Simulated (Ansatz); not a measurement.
Elements on the sites of an ideal diamond lattice, at a guessed lattice constant:

```xyz
20
Lattice="3.1283 3.1283 6.2566 -3.1283 -3.1283 6.2566 9.3849 -6.2566 3.1283" Properties=species:S:1:pos:R:3 pbc="T T T"
C     6.2566    0.0000    6.2566
Si    0.0000    0.0000    0.0000
Si    3.1283   -3.1283    6.2566
Si    7.8208   -4.6925   14.0774
Si    4.6925   -1.5642    7.8208
Sn    6.2566   -3.1283    3.1283
Sn    6.2566   -6.2566    6.2566
Sn    9.3849   -3.1283    6.2566
Sn    3.1283    0.0000    3.1283
Sn    6.2566   -3.1283    9.3849
Sn    0.0000    0.0000    6.2566
Sn    3.1283    0.0000    9.3849
Sn    4.6925   -4.6925   10.9491
Sn    7.8208   -4.6925    7.8208
Sn   -1.5642   -1.5642    7.8208
Sn    1.5642   -1.5642   10.9491
Sn    1.5642   -4.6925    7.8208
Sn    4.6925   -4.6925    4.6925
Sn    1.5642    1.5642    7.8208
Sn    1.5642   -1.5642    4.6925
```

Cell and atoms were relaxed without symmetry on coarser meshes and computed once more. The calculation used DFT PBE, scalar-relativistic, plane waves, PAW (Ansatz 0.2.0).

Plane waves to 420 eV, a k mesh through Γ of 5×5×3 on the computed 20-atom cell and Gaussian smearing (0.10 eV); no spin polarisation.

The relaxation ran on 2×2×2 (shifted) and then 3×3×2 k points with a smearing of 0.1 eV, from sites shaken by 0.02 Å.

Q: What does the relaxation give?

A: A volume of 30.35 Å³/atom and no gap on the mesh. It lies 0.23 eV/atom above the elements' standard states (static lattices, no corrections for gases). The atoms leave their sites by 0.31 Å (root mean square) and 0.60 Å at most, and the cell stretches by up to 0.8 % at fixed volume.

```xyz
20
Lattice="3.1280 3.1594 6.2066 -3.1399 -3.1121 6.1887 9.3725 -6.2331 3.0659" Properties=species:S:1:pos:R:3 pbc="T T T"
C     6.0241   -0.0516    6.1961
Si    0.0157    0.0055   12.3328
Si    3.3459   -2.9391    6.3909
Si    7.9502   -4.8258   14.0770
Si    4.9147   -1.2299    7.2803
Sn    3.1937   -6.3421    9.1917
Sn    6.1346   -6.3520    6.2961
Sn    6.1635   -5.9716   12.4665
Sn    0.0591   -3.2147    9.1984
Sn    5.9499   -2.7634    9.1952
Sn    0.0471   -0.0273    6.1946
Sn    3.3430   -0.1918    9.1786
Sn    4.2685   -4.3078   10.9747
Sn    7.6789   -4.5708    7.8525
Sn    7.6300   -7.7987   10.8065
Sn    1.6900   -1.7390   11.0388
Sn    1.4492   -4.9141    7.3302
Sn    4.5660   -4.5666    4.7560
Sn    1.6919    1.6419    7.7672
Sn    1.7335   -1.7523    4.7314
```

Cost: 2 runs of about 19 core-minutes in all (earlier runs that led there not counted), on Arm Neoverse V2 (shared hosts).